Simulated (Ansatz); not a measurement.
# NHS₂ (singlet): wave-function methods side by side at distance N1–S2 = 3.061 Å, cc-pVDZ

The task here is to estimate one member of a computed series from the others.

Computed with Ansatz 0.2.0, Gaussian basis. Level: cc-pVDZ, core rule «outside noble gas», up to 11 orbitals frozen.

To be run: UHF; CCSD(T) on RHF; CCSD(T) on UHF; BCCD(T) on RHF; CISD; CCSDT(Q) on RHF; CASSCF and MRCISD+Q, 2 electrons in 2 orbitals; CASSCF and NEVPT2, 2 electrons in 2 orbitals.

33 further runs of the same task are left out: 10 for a known fault of the program, 1 for a mislabelled method, 19 that didn't finish, 3 set aside as unsound or not needed.

### The system

The geometry derives from a PBE0/def2-TZVP stationary point (not a proven minimum). One bond is set to the value named and the two fragments are kept rigid.

4 atoms, charge 0, spin multiplicity 1.

Atoms are counted from 1 here; the program's logs count them from 0.

Bond lengths: N1–S3 1.617 Å, N1–H4 1.020 Å. Angles: S3–N1–H4 113.9°.

The first run:

in.yaml reads:

```yaml
crystal:
  periodic: [false, false, false]
  atoms:
    - {symbol: N, position_ang: [0.000000, -0.754651, 0.534787]}
    - {symbol: S, position_ang: [0.000000, 0.485058, -2.263935]}
    - {symbol: S, position_ang: [0.000000, -0.099639, 2.013518]}
    - {symbol: H, position_ang: [0.000000, -1.774177, 0.534787]}
basis:
  gaussian: {orbitals: cc-pVDZ}
magnetization: {spin_polarized: true, initial_magnetization: 0}
hamiltonian: {xc: hf}
output: {orbitals: {seedname: orbitals}}
```

Command:

```
> ansatz run in.yaml --threads 1 --pin off --events-out ev --progress --plain --max-ram 2393MiB
```

Steps of the session up to this table: UHF; CCSD(T) on RHF; CCSD(T) on UHF; BCCD(T) on RHF; CISD; CCSDT(Q) on RHF; CASSCF and MRCISD+Q, 2 electrons in 2 orbitals; CASSCF and NEVPT2, 2 electrons in 2 orbitals.

One of the session's tables, all rows but one given; the rest of the session is left out.

```
       method  from RCCSDT(Q) (kJ/mol)
          RHF                  +1248.6
          UHF                   +991.2
         RMP2                   +182.4
         UMP2                    +83.6
         CISD                   +233.0
        RCCSD                    +60.0
        UCCSD                    -46.6
     RCCSD(T)                    +12.5
     UCCSD(T)                    -76.4
      BCCD(T)                    +12.7
       RCCSDT                     +8.0
    RCCSDT(Q)                        0
  CASSCF pair                  +1129.0
  NEVPT2 pair                   +183.9
  MRCISD pair                   +190.0
MRCISD+Q pair                        ?
```

Estimate the missing values for MRCISD+Q pair.

**Answer.** from RCCSDT(Q) (kJ/mol): +50.4. In the column «from RCCSDT(Q) (kJ/mol)» it lies between BCCD(T) (+12.7) and RCCSD (+60.0).

Limits of these values: The determinant is far from a pure spin state, so its energy mixes those of several spin states (harmless only where they are near-degenerate, as at dissociation). Warnings: restricted reference is unstable; spin contamination. Restricted and unrestricted rows rest on different reference determinants; where their highest levels disagree by more than a few hundredths of an eV, they describe different states and don't form one ladder.
